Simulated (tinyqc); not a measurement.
Inside a calculation. Method: extended Hueckel theory, for H3S+. The parameters take no account of the charge, which enters only through the electron count. One step of it, computed by the program tinyqc.

Question. Orbitals. Solve H C = S C e through S^(-1/2); fill by pairs from the bottom, a degenerate level sharing its electrons equally; each orbital has its largest coefficient positive (the first on a tie).

H (eV), lower triangle:
```
,1S 3s,1S 3px,1S 3py,1S 3pz,2H 1s,3H 1s,4H 1s
1S 3s,-20.000000
1S 3px,0.000000,-13.300000
1S 3py,0.000000,0.000000,-13.300000
1S 3pz,0.000000,0.000000,0.000000,-13.300000
2H 1s,-10.000629,-9.141869,0.000000,3.936399,-13.600000
3H 1s,-10.001842,4.567788,-7.919526,3.936962,-1.813680,-13.600000
4H 1s,-10.001842,4.567788,7.919526,3.936962,-1.813680,-1.811520,-13.600000
```

overlap S, lower triangle:
```
,1S 3s,1S 3px,1S 3py,1S 3pz,2H 1s,3H 1s,4H 1s
1S 3s,1.000000
1S 3px,0.000000,1.000000
1S 3py,0.000000,0.000000,1.000000
1S 3pz,0.000000,0.000000,0.000000,1.000000
2H 1s,0.387644,0.453091,0.000000,-0.195097,1.000000
3H 1s,0.387691,-0.226390,0.392509,-0.195124,0.088906,1.000000
4H 1s,0.387691,-0.226390,-0.392509,-0.195124,0.088906,0.088800,1.000000
```

valence electrons = 8

Give: orbital energies; occupations; coefficients; sum of one-electron energies.

Answer.

orbital energies (eV): -21.2197  -15.7178  -15.7168  -13.7909  -3.3166  -3.3072  1.8905

occupations: 2.0000  2.0000  2.0000  2.0000  0.0000  0.0000  0.0000

coefficients:
```
,MO1,MO2,MO3,MO4,MO5,MO6,MO7
1S 3s,0.7639,0.0000,-0.0001,0.2684,-0.0003,0.0000,1.0394
1S 3px,0.0000,0.0000,0.5819,0.0000,1.0824,0.0000,0.0006
1S 3py,0.0000,0.5818,0.0000,0.0000,0.0000,1.0828,0.0000
1S 3pz,0.0135,0.0000,0.0000,0.9084,0.0002,0.0000,-0.6008
2H 1s,0.1750,0.0000,0.4641,-0.1193,-0.9431,0.0000,-0.7068
3H 1s,0.1750,0.4019,-0.2320,-0.1193,0.4718,-0.8170,-0.7064
4H 1s,0.1750,-0.4019,-0.2320,-0.1193,0.4718,0.8170,-0.7064
```

sum of one-electron energies = -132.8906 eV
